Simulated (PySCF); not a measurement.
Compound: PS₄ (charge -3).
SMILES: `S=P([S-])([S-])[S-]`

Jobs on this species (5 atoms, 82 electrons) with PySCF (density fitting). Hardware of each: one thread, Arm Neoverse V1 (aarch64) (shared host). Other jobs ran on the host; a repeat could differ by tens of per cent or more. Peak memory is the resident size of the whole Python process, interpreter and libraries included.

**Question.** Rank these jobs by wall time, shortest first.
A. PBE0/pcSseg-1; shieldings, charges and field gradients, density and orbital grids written; 120 basis functions
B. KT3/pcSseg-2; shieldings; 215 basis functions
C. CAM-B3LYP/def2-SVPD; 10 singlets by full TDDFT, 4 Tamm–Dancoff triplets, polarisability, ΔSCF ions, density and orbital grids written; 132 basis functions

**Answer.** A (11 s), B (22 s), C (43 s).

All jobs:

```tsv
level and settings	work	basis functions	SCF cycles	wall time	peak memory
PBE0-D3(BJ)/def2-SVP, grid level 1	geometry optimisation from a GFN2-xTB start shaken at random	90	20	10 s	0.38 GiB
PBE0/pcSseg-1	shieldings, charges and field gradients, density and orbital grids written	120	12	11 s	0.74 GiB
delta-SCF UKS SCAN, pcX-2 on the ionised atom, pcseg-1 elsewhere, spin-free X2C	ΔSCF core ionisation, 4 holes	132	59	12 s	0.53 GiB
KT3/pcSseg-2	shieldings	215	14	22 s	1.1 GiB
CAM-B3LYP/def2-SVPD	10 singlets by full TDDFT, 4 Tamm–Dancoff triplets, polarisability, ΔSCF ions, density and orbital grids written	132	12	43 s	0.62 GiB
```

**Question.** What do all jobs in the table cost together?

**Answer.** About 98 s; the longest takes about 44 % of that, and about 4.3 times as long as the shortest.
